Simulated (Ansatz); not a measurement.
hcp Mg was calculated with HSE06 in Ansatz (plane waves, PAW).

Numerical settings: plane-wave cutoff 500 eV, 8×6×1 k mesh (along the axes of the cell as run), Fermi–Dirac smearing 0.1 eV, scalar-relativistic PAW data made under PBE.

The cell is the one relaxed with r²SCAN.

Problem. What does this level give for the surface energy of the (10-10) face and work function of the (10-10) face?

Solution. 
* **surface energy of the (10-10) face**: 0.64 J/m²
* **work function of the (10-10) face**: 3.62 eV

Note: exact exchange on metals is sensitive to the k mesh and can open a false gap; the run warned that the count of filled bands differs between k points.

The slab of 8 atoms is relaxed and unreconstructed.

Computed values are for the static lattice.

Cost on a shared machine: roughly 28 core-minutes.

Ansatz is a program for electronic structure.
